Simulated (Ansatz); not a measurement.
Wavefunction ladder for C3H5FO2, SMILES `OC1(O)CC1F`

Z-matrix (Å, degrees):
```
C
O 1 1.381
C 1 1.498 2 120.0
O 1 1.376 2 115.6 3 145.3
C 1 1.484 2 114.9 3 -69.1
H 2 0.964 1 107.9 3 -78.5
H 3 1.083 1 115.8 2 150.3
H 3 1.083 1 119.1 2 3.2
H 4 0.964 1 108.3 2 72.8
F 5 1.359 1 118.1 2 -140.3
H 5 1.084 1 119.1 2 2.4
```

Total charge 0; spin multiplicity 1. Geometry: relaxed with PBE0-D4/def2-TZVP. It is one conformer, not always the lowest. Frozen core, restricted reference, the Gaussian-basis code of Ansatz. CBS rows extrapolate triple and quadruple zeta; past MP2 they add the triple-zeta difference.

| basis | HF (Eh) | MP2 corr. | CCSD corr. | (T) | CCSD(T) total |
| --- | --- | --- | --- | --- | --- |
| def2-TZVPP | ? | -1.21497 | -1.23756 | ? | ? |
| def2-QZVPP | ? | -1.30996 | – | – | – |
| CBS(def2) | -365.80164 | ? | -1.40290 | as TZ | ? |

Question: Fill in the withheld values. (Estimate.)

Answer: The calculation gave: def2-TZVPP HF (Eh): -365.78303; def2-TZVPP (T): -0.04710; def2-TZVPP CCSD(T) total: -367.06769; def2-QZVPP HF (Eh): -365.79939; CBS(def2) MP2 corr.: -1.38032; CBS(def2) CCSD(T) total: -367.25164.
